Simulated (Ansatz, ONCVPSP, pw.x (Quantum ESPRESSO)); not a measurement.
What a changed setting does to a pw.x run (bcc Ir)

Potential: optimised norm-conserving Vanderbilt (ONCV), ONCVPSP 4.0.1.1 (patched build), LDA (Perdew-Wang 92); core [Kr] 4d10 4f14, reference 5s2 5p6 5d7 6s2; waves: 5s+6s: rc 1.35 bohr, ncon 3, nbas 8, qcut 7.8 1/bohr, 2 projectors; 5p: rc 1.90 bohr, ncon 4, nbas 8, qcut 8.2 1/bohr, 2 projectors, debl 2.8 Ha; 5d: rc 1.65 bohr, ncon 3, nbas 7, qcut 6.2 1/bohr, 3 projectors, debl 4 Ha; local part: polynomial inside 1.10 bohr (lpopt 4, dvloc0 -1 Ha); core correction: Teter function, fcfact 5.75, rcfact 1.45.

The reference run (k-mesh 15³, cutoffs 70/280 Ry, Fermi–Dirac 0.01 Ry, mixing_beta 0.4, conv_thr 1e-9, no spin) gives -4.34 GPa at 14.364 Å³/atom, where all-electron LAPW gives -0.10 GPa. This run, with its own iteration cap, changes k-mesh points per axis to 6.

```
&control
  calculation='scf', prefix='x', pseudo_dir='./', outdir='./tmp', tstress=.true., disk_io='none'
/
&system
  ibrav=0, nat=1, ntyp=1, ecutwfc=70, ecutrho=280, nbnd=17,
  occupations='smearing', smearing='fd', degauss=0.01
/
&electrons
  conv_thr=1e-09, mixing_beta=0.4, electron_maxstep=50
/
ATOMIC_SPECIES
Ir 1.0 Ir.UPF
CELL_PARAMETERS angstrom
  -1.53134062 1.53134062 1.53134062
  1.53134062 -1.53134062 1.53134062
  1.53134062 1.53134062 -1.53134062
ATOMIC_POSITIONS crystal
Ir 0.0000 0.0000 0.0000
K_POINTS automatic
6 6 6 0 0 0
```

```bash
pw.x < Ir.scf.in > Ir.scf.out
```

Q: How does the run end?

A: It converges in 8 iterations; the free energy moves by +139.6 meV/atom and the pressure by +2.55 GPa.

```
Message from routine setup:
     using ibrav=0 with symmetry is DISCOURAGED, use correct ibrav instead
     lattice parameter (alat)  =       5.0122  a.u.
     unit-cell volume          =      96.9331 (a.u.)^3
     number of electrons       =        17.00
     number of Kohn-Sham states=           17
     kinetic-energy cutoff     =      70.0000  Ry
     charge density cutoff     =     280.0000  Ry
     scf convergence threshold =      1.0E-09
     Exchange-correlation= SLA  PW   NOGX NOGC
     number of k points=    16  Fermi-Dirac smearing, width (Ry)=  0.0100
     iteration #  1     ecut=    70.00 Ry     beta= 0.40
     total energy              =    -237.56906696 Ry
     estimated scf accuracy    <       0.01048681 Ry
     iteration #  2     ecut=    70.00 Ry     beta= 0.40
     total energy              =    -237.57049095 Ry
     estimated scf accuracy    <       0.00044208 Ry
     iteration #  3     ecut=    70.00 Ry     beta= 0.40
     total energy              =    -237.57053555 Ry
     estimated scf accuracy    <       0.00008027 Ry
     [... 2 iterations left out ...]
     iteration #  6     ecut=    70.00 Ry     beta= 0.40
     total energy              =    -237.57053913 Ry
     estimated scf accuracy    <          7.9E-09 Ry
     iteration #  7     ecut=    70.00 Ry     beta= 0.40
     total energy              =    -237.57053913 Ry
     estimated scf accuracy    <          1.1E-09 Ry
     iteration #  8     ecut=    70.00 Ry     beta= 0.40
     the Fermi energy is    24.7375 ev
!    total energy              =    -237.57053913 Ry
     estimated scf accuracy    <          1.6E-11 Ry
     smearing contrib. (-TS)   =      -0.01174853 Ry
     The total energy is F=E-TS. E is the sum of the following terms:
     one-electron contribution =     -34.16305653 Ry
     hartree contribution      =      29.88868358 Ry
     xc contribution           =     -51.56259127 Ry
     ewald contribution        =    -181.72182637 Ry
     convergence has been achieved in   8 iterations
          total   stress  (Ry/bohr**3)                   (kbar)     P=      -17.91
     Message from routine punch:
     Nothing written, as per user request (disk_io='none')
```

The run took about 7 s on one core of a shared host (Neoverse-N1, 64 threads, 124 GiB, load 58).
